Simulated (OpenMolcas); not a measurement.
Potential curves of BCl: spin-free states

Calculated with OpenMolcas 26.06: state-averaged CASSCF(8,7) over Cl 3p, B 2s 2p, XMS-CASPT2 (IPEA 0.25, imaginary shift 0.2 hartree), scalar X2C, ANO-RCC-VTZP, then RASSI spin–orbit state interaction with atomic mean-field integrals. C2 symmetry about the axis (a holds Σ, Δ, Γ; b holds Π, Φ, H; Σ⁺ and Σ⁻ are not told apart); roots by multiplicity and irrep: 1a 1, 3b 2, 1b 2.

XMS-CASPT2 energies in eV from the lowest point. Curves are followed by energy order within each symmetry, so they are adiabatic and may change character at avoided crossings; Σ⁺ and Σ⁻ are counted together.

```csv
R (Å),(1)1Σ,(1)3Π,(1)1Π
1.492,0.945,3.311,5.418
1.579,0.322,2.701,4.861
1.657,0.065,2.470,4.667
1.735,0.000,2.440,4.627
1.822,0.073,2.556,4.726
1.909,0.244,2.789,4.867
2.030,0.576,3.195,5.099
2.186,1.075,3.747,5.296
2.429,1.876,4.492,5.365
2.776,2.919,5.028,5.276
3.296,4.117,5.172,5.175
3.990,4.973,5.186,5.159
```

(1) With masses 34.969 and 11.009 u, fit the curves (1)1Σ near their minima.

Only roots inside an energy window near the equilibrium distance were included, so the list of states is not complete; labels number the states computed. Each spin and symmetry block has orbitals of its own, averaged over its own roots, so gaps between blocks are less sure than gaps within one and near the minimum can be off by tenths of an eV, in bad cases by more. No Rydberg orbitals are active, so Rydberg states, and σ→σ* states whose orbital the CASSCF left unused, can be missing between those listed. At stretched bonds a block can hold a wrong CASSCF solution and miss its lowest state; points past a visible jump are left out. No roots were computed in block 3a (none fell in the window or the block failed), so states of that kind are missing and can lie low or lowest. Points that failed a check (symmetry, reference weights, a jump) are left out.

Results:

(1) At XMS-CASPT2, Te from the lowest curve (the fit fixes ωe to a per cent or two; the method's Re and ωe can be off by some per cent):

```csv
curve,Te (cm⁻¹),Re (Å),ωe (cm⁻¹)
(1)1Σ,0,1.731,825.0
```
